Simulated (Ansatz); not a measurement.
Solid iodine, treated with r²SCAN+rVV10 in Ansatz (plane waves, PAW).

Numerical settings: plane-wave cutoff 560 eV, 8×8×4 k mesh (along the axes of the cell as run), Fermi–Dirac smearing 0.01 eV, scalar-relativistic PAW data made under PBE.

Response to compression and expansion:

Shape and atoms are relaxed at each volume.

```json
[
 {"V (Å³/atom)": "39.036", "P (GPa)": "0.60", "direct gap at Γ (eV)": "1.349", "smallest gap on the k mesh (eV)": "1.090", "c (Å)": "9.704"},
 {"V (Å³/atom)": "39.849", "P (GPa)": "0.27", "direct gap at Γ (eV)": "1.341", "smallest gap on the k mesh (eV)": "1.122", "c (Å)": "9.731"},
 {"V (Å³/atom)": "40.662", "P (GPa)": "0.00", "direct gap at Γ (eV)": "1.334", "smallest gap on the k mesh (eV)": "1.152", "c (Å)": "9.757"},
 {"V (Å³/atom)": "41.476", "P (GPa)": "-0.24", "direct gap at Γ (eV)": "1.328", "smallest gap on the k mesh (eV)": "1.173", "c (Å)": "9.785"},
 {"V (Å³/atom)": "42.289", "P (GPa)": "-0.43", "direct gap at Γ (eV)": "1.321", "smallest gap on the k mesh (eV)": "1.192", "c (Å)": "9.811"}
]
```

The fundamental gap (1.14 eV at the equilibrium volume, with added k points) lies elsewhere than Γ–Γ.

Note: the bulk modulus comes from volumes at which shape and atoms were relaxed.

Spin–orbit coupling is not included; with these elements it can move the gap by several tenths of an eV or more.

Ansatz is a first-principles code.
